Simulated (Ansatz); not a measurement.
## Cs₂Cl: from a trial structure to a relaxed crystal

Method: DFT PBE, scalar-relativistic, plane waves, PAW (Ansatz). Cutoff 420 eV, Γ-centred k mesh, Gaussian smearing, no spin polarisation in the final step.

The start puts Cs₂Cl on the anti-rutile structure type (P4_2/mnm, No. 136), with Cl in place of Ti, Cs in place of O, at a guessed volume.

```yaml
crystal:
  lattice:
    - [7.27841, 0.00000, 0.00000]
    - [0.00000, 7.27841, 0.00000]
    - [0.00000, 0.00000, 4.68803]
  atoms:
    - { symbol: Cs, position: [0.30600, 0.30600, 0.00000] }
    - { symbol: Cs, position: [0.19400, 0.80600, 0.50000] }
    - { symbol: Cs, position: [0.69400, 0.69400, 0.00000] }
    - { symbol: Cs, position: [0.80600, 0.19400, 0.50000] }
    - { symbol: Cl, position: [0.00000, 0.00000, 0.00000] }
    - { symbol: Cl, position: [0.50000, 0.50000, 0.50000] }
```

Cell and atoms relax at zero pressure; the relaxation can't lower the symmetry of the start. After a coarse first stage the cell is made exact in the group found at 0.06 Å.

The zero of energy is the elements' standard structures at the same level (Cl₂ as a molecule); no fitted shifts are applied.

Problem. Describe the relaxed structure.

Solution. It keeps P4_2/mnm (No. 136). The result has the rutile structure. Conventional cell: a = 8.703 Å, c = 5.035 Å. Cs is coordinated by 3 Cl at 3.58–3.61 Å; Cl has 6 Cs at 3.58–3.61 Å.

Space group P4_2/mnm (No. 136). a = 8.703 Å, b = 8.703 Å, c = 5.035 Å, α = 90.00°, β = 90.00°, γ = 90.00°
```
atom site symmetry x y z
  Cs    4f m.2m  0.2934  0.2934  0.0000
  Cl    2a m.mm  0.0000  0.0000  0.0000
```

Problem. What are its volume, energy, density and gap?

Solution. The volume per atom is 63.56 Å³. The density is 2.62 g/cm³ and the energy over the elements is -1.26 eV/atom. The gap on the 6×6×8 mesh is 0 eV (a metal).

The final run used a 6×6×8 mesh on its 6-atom cell and 0.10 eV smearing. For metals, differences of a few meV/atom aren't resolved. A structure relaxed within its symmetry needn't be a true minimum. The steps took roughly 4 core-minutes in all.